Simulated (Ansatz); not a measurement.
## MgV2O6 (C2/m)

Theory: Ansatz, DFT PBEsol, scalar-relativistic, plane waves, PAW.

Settings: cutoff 420 eV, Γ-centred mesh 8×8×4 on the computed 9-atom cell, Gaussian smearing of 0.02 eV; no spin polarisation.

The structure is relaxed at this level of theory with its symmetry kept. Whether it is the stable form of this composition wasn't checked.

```cif
data_structure
_symmetry_space_group_name_H-M 'C2/m'
_symmetry_Int_Tables_number 12
_cell_length_a 9.2761
_cell_length_b 3.4599
_cell_length_c 6.7095
_cell_angle_alpha 90.000
_cell_angle_beta 112.845
_cell_angle_gamma 90.000
_cell_volume 198.45
loop_
_atom_site_label
_atom_site_type_symbol
_atom_site_symmetry_multiplicity
_atom_site_Wyckoff_symbol
_atom_site_fract_x
_atom_site_fract_y
_atom_site_fract_z
_atom_site_occupancy
Mg1 Mg 2 a 0.00000 0.00000 0.00000 1
V1 V 4 i 0.80977 0.00000 0.34760 1
O1 O 4 i 0.96545 0.00000 0.28166 1
O2 O 4 i 0.69101 0.00000 0.56211 1
O3 O 4 i 0.65339 0.00000 0.11414 1
```

```
Space group                                                                                                                                 : C2/m (No. 12)
Volume per atom                                                                                                                             : 11.02 Å³
Formation energy from the elements' standard states (uncorrected)                                                                           : -2.496 eV/atom
Kohn–Sham band gap                                                                                                                          : 2.62 eV, indirect from (0.052, 0.443, 0.375) to (0.109, 0.479, 0.406) (the valley at (-0.679, -0.321, 0.000) lies within 0.03 eV, so the order isn't resolved)
Löwdin character of the top 1 eV of the valence band                                                                                        : O 2p 95 %
Löwdin character of the lowest 1 eV of the conduction band                                                                                  : V 3d 71 %, O 2p 24 % (semilocal functionals without a Hubbard U place empty 3d levels too low)
Electron masses at the edge by Cartesian direction of the standard setting (m_e; degenerate bands sorted by energy; no spin-orbit coupling) : x: 2.1; y: 0.93; z: 5.2
Hole masses at the edge by Cartesian direction of the standard setting (m_e; degenerate bands sorted by energy; no spin-orbit coupling)     : x: 0.97; y: 3.8; z: 2.5
Bader charges (e)                                                                                                                           : Mg (1 in the cell) 1.76, V (2 in the cell) 2.21, O (2 in the cell) -0.99, O (2 in the cell) -1.05, O (2 in the cell) -1.05
```

A ferromagnetic start lost its moments in a first run, so spin was left out; other magnetic orders weren't tried.

Cost: 8 runs of about 24 core-minutes in all, on Intel Xeon Platinum 8259CL (Skylake/Cascade Lake) (shared hosts).